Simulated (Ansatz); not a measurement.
## [GeH$_{3}$···H···H], doublet: the ladder up to UCCSDT(Q)

Geometry: a point of a hydrogen-transfer path between rigid fragments, not a stationary point.

```xyz
6

Ge   -0.0337    0.0000    0.0000
H    -0.5451    1.4466    0.0000
H    -0.5451   -0.7233    1.2528
H    -0.5451   -0.7233   -1.2528
H     1.5007    0.0000    0.0000
H     2.5613    0.0000    0.0000
```

Basis cc-pVTZ; Ansatz 0.2.0. Only valence electrons are correlated (noble-gas cores and the filled d shells of p-block atoms frozen), which leaves 9 electrons in 99 orbitals. R marks a restricted (for open shells ROHF) determinant, U an unrestricted one. Active spaces: valence = (9e, 9o) chosen from the atoms' valence shells. No spin–orbit coupling is included, and no scalar relativity.

Full CI isn't at hand for all of this; UCCSDT(Q) serves as the reference, and is uncertain by about the last step of the cluster series. The frozen core follows each run's orbitals, which can shift R against U totals by a few meV for light atoms and by up to 0.1 eV past Ca.

The UHF ⟨S²⟩ is 0.768 and the T1 diagnostic (RCCSD) is 0.0244. The largest doubles amplitude (RCCSD) is 0.031 and the T1 diagnostic (UCCSD) is 0.0151.

From what is known of these methods and the diagnostics, rank them by the size of their error in total energy against UCCSDT(Q) in cc-pVTZ, smallest first (an estimate: the text doesn't fix the numbers).
A. UCCSDT
B. UCCSD
C. UHF
D. UMP2
E. UCCSD(T)

A (3 meV), E (26 meV), B (144 meV), D (1010 meV), C (5069 meV).

All errors are against UCCSDT(Q) in cc-pVTZ. Within each family the higher level lies nearer, as is usual though not guaranteed.

Natural occupations of CASSCF (valence space) about the gap: 1.986 1.973 1.973 1.972 1.001 0.032 0.022 0.020 0.020; effectively unpaired electrons, Σ n²(2−n)², 1.02.
